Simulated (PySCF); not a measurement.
PySCF job for propane cation (C3H8), SMILES CCC (connectivity only; charge and spin as stated), charge +1, multiplicity 2, TDA-M06-2X/def2-SVPD. Coordinates come from a B3LYP-D3(BJ)/def2-SVP optimisation. The spin state was assumed, not searched.

```python
import numpy as np
from pyscf import gto, scf, dft, tdscf

mol = gto.M(
    atom='''
    C    -1.29692727   -0.01779986    0.23490162
    C     0.00000000   -0.00000000   -0.46226112
    C     1.29692727    0.01779986    0.23490162
    H    -2.14035039   -0.30531558   -0.40857002
    H    -1.26291671   -0.61329371    1.16813635
    H    -1.52971974    1.01382515    0.61274899
    H    -0.02234616    0.70095128   -1.39494166
    H     0.02234616   -0.70095128   -1.39494165
    H     2.14035039    0.30531557   -0.40857003
    H     1.26291671    0.61329372    1.16813634
    H     1.52971974   -1.01382516    0.61274900
    ''',
    basis='def2-SVPD',
    charge=1,
    spin=1,
    max_memory=1600,
    verbose=4,
)
mf = dft.UKS(mol, xc='m06-2x').density_fit(auxbasis='def2-universal-jkfit')
mf.grids.level = 4
mf.conv_tol = 1e-9
mf.max_cycle = 100
mf.kernel()
fine, coarse = mf.grids, dft.Grids(mol).set(level=1).build(with_non0tab=True)
for _ in range(3):  # follow internal instabilities
    mf.grids = coarse
    mo, _, stable, _ = mf.stability(return_status=True, nroots=4)
    mf.grids = fine
    if stable:
        break
    mf.kernel(mf.make_rdm1(mo, mf.mo_occ))
mf.grids = dft.Grids(mol).set(level=2).build(with_non0tab=True)  # coarser grid for the response kernel
td = tdscf.TDA(mf)
td.nstates = 10
td.conv_tol = 1e-4
td.positive_eig_threshold = 1e-6
td.kernel(x0=td.get_init_guess(mf, 15))
td.analyze()
```

It prints:

```
PySCF version 2.14.0

[INPUT] verbose = 4
[INPUT] num. atoms = 11
[INPUT] num. electrons = 25
[INPUT] charge = 1
[INPUT] spin (= nelec alpha-beta = 2S) = 1
[INPUT] symmetry False subgroup None
[INPUT] Mole.unit = angstrom
[INPUT] Symbol           X                Y                Z      unit          X                Y                Z       unit  Magmom
[INPUT]  1 C     -1.296927270000  -0.017799860000   0.234901620000 AA   -2.450837343780  -0.033636860456   0.443899728017 Bohr   0.0
[INPUT]  2 C      0.000000000000   0.000000000000  -0.462261120000 AA    0.000000000000   0.000000000000  -0.873546914835 Bohr   0.0
[INPUT]  3 C      1.296927270000   0.017799860000   0.234901620000 AA    2.450837343780   0.033636860456   0.443899728017 Bohr   0.0
[INPUT]  4 H     -2.140350390000  -0.305315580000  -0.408570020000 AA   -4.044676047706  -0.576962827763  -0.772085440508 Bohr   0.0
[INPUT]  5 H     -1.262916710000  -0.613293710000   1.168136350000 AA   -2.386566700037  -1.158957145818   2.207457777649 Bohr   0.0
[INPUT]  6 H     -1.529719740000   1.013825150000   0.612748990000 AA   -2.890751355941   1.915851871696   1.157927774204 Bohr   0.0
[INPUT]  7 H     -0.022346160000   0.700951280000  -1.394941660000 AA   -0.042228122336   1.324605945863  -2.636057697146 Bohr   0.0
[INPUT]  8 H      0.022346160000  -0.700951280000  -1.394941650000 AA    0.042228122336  -1.324605945863  -2.636057678249 Bohr   0.0
[INPUT]  9 H      2.140350390000   0.305315570000  -0.408570030000 AA    4.044676047706   0.576962808865  -0.772085459405 Bohr   0.0
[INPUT] 10 H      1.262916710000   0.613293720000   1.168136340000 AA    2.386566700037   1.158957164716   2.207457758752 Bohr   0.0
[INPUT] 11 H      1.529719740000  -1.013825160000   0.612749000000 AA    2.890751355941  -1.915851890593   1.157927793101 Bohr   0.0

nuclear repulsion = 82.5129921181886
number of shells = 56
number of NR pGTOs = 170
number of NR cGTOs = 124
basis = def2-SVPD
ecp = {}


[settings echo left out]
init E= -119.080198088743
  alpha nocc = 13  HOMO = -0.289806524909763  LUMO = 0.0133643383521469
  beta  nocc = 12  HOMO = -0.404641198458707  LUMO = -0.289806524909762

WARN: HOMO -0.289806524909763 >= LUMO -0.289806524909762

cycle= 1 E= -118.544690200396  delta_E= 0.536  |g|=  0.2  |ddm|=  2.7
  alpha nocc = 13  HOMO = -0.63387940509393  LUMO = -0.17756226032377
  beta  nocc = 12  HOMO = -0.65349017225725  LUMO = -0.466631198251291
  HOMO = -0.633879405094  LUMO = -0.466631198251  gap/eV = 4.55106
cycle= 2 E= -118.561698457899  delta_E= -0.017  |g|= 0.155  |ddm|= 0.617
  alpha nocc = 13  HOMO = -0.608494697605697  LUMO = -0.151974788923389
  beta  nocc = 12  HOMO = -0.648837184481979  LUMO = -0.425712780861654
  HOMO = -0.608494697606  LUMO = -0.425712780862  gap/eV = 4.97375
cycle= 3 E= -118.574055635231  delta_E= -0.0124  |g|= 0.0316  |ddm|= 0.244
  alpha nocc = 13  HOMO = -0.605658251070285  LUMO = -0.148296721878945
  beta  nocc = 12  HOMO = -0.642694669051848  LUMO = -0.418759435743407
  HOMO = -0.60565825107  LUMO = -0.418759435743  gap/eV = 5.08578
cycle= 4 E= -118.574590478617  delta_E= -0.000535  |g|= 0.00501  |ddm|= 0.068
  alpha nocc = 13  HOMO = -0.607097124203003  LUMO = -0.149139105461596
  beta  nocc = 12  HOMO = -0.642934504643891  LUMO = -0.419229916203655
  HOMO = -0.607097124203  LUMO = -0.419229916204  gap/eV = 5.11213
cycle= 5 E= -118.574614236409  delta_E= -2.38e-05  |g|= 0.00189  |ddm|= 0.0158
  alpha nocc = 13  HOMO = -0.607407162800683  LUMO = -0.149264534108597
  beta  nocc = 12  HOMO = -0.643133934355399  LUMO = -0.419046785256948
  HOMO = -0.607407162801  LUMO = -0.419046785257  gap/eV = 5.12555
cycle= 6 E= -118.574619153065  delta_E= -4.92e-06  |g|= 0.000715  |ddm|= 0.00526
  alpha nocc = 13  HOMO = -0.607582154786376  LUMO = -0.149413953578481
  beta  nocc = 12  HOMO = -0.64332830838911  LUMO = -0.419042574379672
  HOMO = -0.607582154786  LUMO = -0.41904257438  gap/eV = 5.13042
cycle= 7 E= -118.574620066465  delta_E= -9.13e-07  |g|= 0.000219  |ddm|= 0.00256
  alpha nocc = 13  HOMO = -0.607575426871003  LUMO = -0.149440560666856
  beta  nocc = 12  HOMO = -0.643324660163212  LUMO = -0.41900183177627
  HOMO = -0.607575426871  LUMO = -0.419001831776  gap/eV = 5.13135
cycle= 8 E= -118.574620149745  delta_E= -8.33e-08  |g|= 9.46e-05  |ddm|= 0.000891
  alpha nocc = 13  HOMO = -0.607594985349909  LUMO = -0.149451494685691
  beta  nocc = 12  HOMO = -0.643357949750259  LUMO = -0.419016153086736
  HOMO = -0.60759498535  LUMO = -0.419016153087  gap/eV = 5.13149
cycle= 9 E= -118.574620159559  delta_E= -9.81e-09  |g|= 3.02e-05  |ddm|= 0.000234
  alpha nocc = 13  HOMO = -0.607595142997367  LUMO = -0.149454527497284
  beta  nocc = 12  HOMO = -0.643359676955034  LUMO = -0.419015517993651
  HOMO = -0.607595142997  LUMO = -0.419015517994  gap/eV = 5.13151
cycle= 10 E= -118.574620161139  delta_E= -1.58e-09  |g|= 6.14e-06  |ddm|= 0.000133
  alpha nocc = 13  HOMO = -0.60759619867251  LUMO = -0.14945460639783
  beta  nocc = 12  HOMO = -0.643361180028428  LUMO = -0.419015909009761
  HOMO = -0.607596198673  LUMO = -0.41901590901  gap/eV = 5.13153
cycle= 11 E= -118.574620161226  delta_E= -8.71e-11  |g|= 1.84e-06  |ddm|= 2.59e-05
  alpha nocc = 13  HOMO = -0.607596556385136  LUMO = -0.149454716844074
  beta  nocc = 12  HOMO = -0.643361111973909  LUMO = -0.419016123529273
  HOMO = -0.607596556385  LUMO = -0.419016123529  gap/eV = 5.13153
Extra cycle  E= -118.574620161234  delta_E= -7.45e-12  |g|= 9.21e-07  |ddm|= 5.67e-06
converged SCF energy = -118.574620161234  <S^2> = 0.75337653  2S+1 = 2.0033737
tot grids = 35320
uhf_internal: lowest eigs of H = [0.17361815 0.18226619 0.22684451 0.29890658]
<class 'pyscf.df.df_jk.DFUKS'> wavefunction is stable in the internal stability analysis
tot grids = 76600
Overwritten attributes  positive_eig_threshold  of <class 'pyscf.tdscf.uks.TDA'>


******** <class 'pyscf.tdscf.uks.TDA'> for <class 'pyscf.df.df_jk.DFUKS'> ********
nstates = 10
deg_eia_thresh = 1.000e-03
wfnsym = None
conv_tol = 0.0001
eigh lindep = 1e-12
eigh level_shift = 0
eigh max_cycle = 100


Excitation energies (eV)
[ 2.30855994  2.34748712  3.17357641  3.9531558   4.94249849  5.18735029
  9.11746342  9.27061065  9.90341287 10.56731658]

** Excitation energies and oscillator strengths **
Excited State   1:      2.30856 eV    537.06 nm  f=0.0002
       7b ->   13b     -0.13830
      11b ->   13b      0.97918
Excited State   2:      2.34749 eV    528.16 nm  f=0.0005
       9b ->   13b      0.26070
      10b ->   13b     -0.96050
Excited State   3:      3.17358 eV    390.68 nm  f=0.1171
      12b ->   13b      0.98524
Excited State   4:      3.95316 eV    313.63 nm  f=0.0011
       9b ->   13b      0.95616
      10b ->   13b      0.26580
Excited State   5:      4.94250 eV    250.85 nm  f=0.0682
       8b ->   13b      0.98174
Excited State   6:      5.18735 eV    239.01 nm  f=0.0005
       7b ->   13b      0.98113
      11b ->   13b      0.14667
Excited State   7:      9.11746 eV    135.99 nm  f=0.0039
      11a ->   15a      0.11518
      13a ->   14a      0.69933
      13a ->   16a      0.12809
      13a ->   29a      0.12220
       6b ->   13b     -0.63888
Excited State   8:      9.27061 eV    133.74 nm  f=0.0440
      13a ->   14a     -0.65133
       6b ->   13b     -0.70838
Excited State   9:      9.90341 eV    125.19 nm  f=0.0899
       8a ->   15a     -0.10207
      13a ->   15a     -0.92224
      11b ->   14b      0.21731
Excited State  10:     10.56732 eV    117.33 nm  f=0.0013
      10a ->   14a      0.11137
      11a ->   14a      0.12669
      13a ->   15a     -0.11898
      13a ->   17a     -0.14666
      11b ->   14b     -0.39371
      12b ->   14b      0.83679
      12b ->   15b     -0.14011

** Transition electric dipole moments (AU) **
state          X           Y           Z        Dip. S.      Osc.
  1         0.0646     -0.0002      0.0000      0.0042      0.0002
  2         0.0000     -0.0000     -0.0916      0.0084      0.0005
  3        -1.2157      0.1664     -0.0000      1.5057      0.1171
  4         0.0000     -0.0000      0.1073      0.0115      0.0011
  5         0.0000      0.0000     -0.7503      0.5629      0.0682
  6         0.0621     -0.0105     -0.0000      0.0040      0.0005
  7        -0.0129     -0.1311     -0.0000      0.0174      0.0039
  8         0.0114     -0.4401      0.0000      0.1939      0.0440
  9         0.0000     -0.0000      0.6087      0.3705      0.0899
 10         0.0000     -0.0000      0.0701      0.0049      0.0013

** Transition velocity dipole moments (imaginary part, AU) **
state          X           Y           Z        Dip. S.      Osc.
  1        -0.0095      0.0002     -0.0000      0.0001      0.0007
  2        -0.0000      0.0000      0.0167      0.0003      0.0022
  3         0.0011     -0.0271      0.0000      0.0007      0.0042
  4         0.0000      0.0000     -0.0151      0.0002      0.0011
  5         0.0000      0.0000      0.0275      0.0008      0.0028
  6        -0.0019     -0.0076      0.0000      0.0001      0.0002
  7        -0.0059      0.0646     -0.0000      0.0042      0.0084
  8         0.0022     -0.0294      0.0000      0.0009      0.0017
  9         0.0000     -0.0000      0.1424      0.0203      0.0371
 10         0.0000     -0.0000      0.0183      0.0003      0.0006

** Transition magnetic dipole moments (imaginary part, AU) **
state          X           Y           Z
  1        -0.8383      0.0370      0.0000
  2        -0.0000     -0.0000     -0.7493
  3        -0.0980     -0.1587     -0.0000
  4         0.0000     -0.0000     -0.4618
  5        -0.0000     -0.0000      0.0646
  6         0.2202      0.0591      0.0000
  7        -0.1057      0.0689      0.0000
  8         0.4420     -0.0108     -0.0000
  9        -0.0000      0.0000      0.0773
 10        -0.0000     -0.0000     -0.4717
```

Self-consistency was reached.
